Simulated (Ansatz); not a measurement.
# H₂Ge–N, quartet along the distance Ge1-N2

Starting geometry (PBE0/def2-TZVP stationary point for this spin, not checked as a minimum):

```xyz
4

Ge   -0.0346    0.0000    0.2958
N     0.0724    0.0000   -1.6458
H     0.7424   -1.2582    0.7751
H     0.7424    1.2582    0.7751
```

From there N2 moves along the line of the two atoms named below, all else staying in place; atoms are numbered as listed. Energies are in kcal/mol, counted from the starting geometry at the same level. Kohn–Sham curves are unrestricted where that lies lower.

Basis cc-pVDZ; Ansatz 0.2.0. Only valence electrons are correlated (noble-gas cores and the filled d shells of p-block atoms frozen). Prefix R: restricted or restricted open-shell reference; prefix U: unrestricted. No spin–orbit coupling is included, and no scalar relativity.

Unrestricted rows (U, and Kohn–Sham where it breaks symmetry) aren't spin-pure: their determinants' ⟨S²⟩ exceeds S(S+1) by up to 0.44, so they mix in states of higher spin. Coupled cluster chose its determinant by trial CCSD, here up to 0.14 eV above the lowest Hartree–Fock solution of its kind. A value is left out where its run failed or describes another state than the reference as far as symmetry and spin tell, or, spin-broken singlets apart, can't be checked.

In so small a basis the reference is far from its limit while semilocal and hybrid functionals are nearer theirs (RPA and double hybrids share much of the reference's basis error), so the functionals' errors here hold much of the reference's basis and frozen-core error, which can add to them or hide them.

Full CI isn't at hand for all of this; UCCSDT(Q) serves as the reference, and is uncertain by about the last step of the cluster series.

| distance Ge1-N2 (Å) | UCCSDT(Q) | PBE | B3LYP | wB97M-V | RPA-PBE |
| --- | --- | --- | --- | --- | --- |
| 1.531 | 66.4 | 59.1 | 60.6 | 60.0 | 68.2 |
| 1.760 | 11.0 | 9.6 | 9.7 | 8.8 | 12.0 |
| 1.945 | 0.0 | 0.0 | 0.0 | 0.0 | 0.0 |
| 2.106 | 0.7 | 1.3 | 1.4 | 2.4 | 0.0 |
| 2.431 | 10.8 | 13.4 | 13.1 | 15.3 | 9.9 |
| 2.721 | 17.9 | 24.5 | 22.4 | 23.6 | 18.7 |
| 3.064 | 20.6 | 32.9 | 28.5 | 27.9 | 23.3 |
| 3.637 | 20.8 | – | – | 30.2 | – |
| 4.302 | 20.9 | 40.7 | 33.1 | 31.0 | 20.4 |
| 5.345 | 21.0 | 41.3 | 33.4 | 31.5 | 19.5 |
| 6.500 | 21.1 | 41.3 | 33.4 | 31.5 | 19.5 |
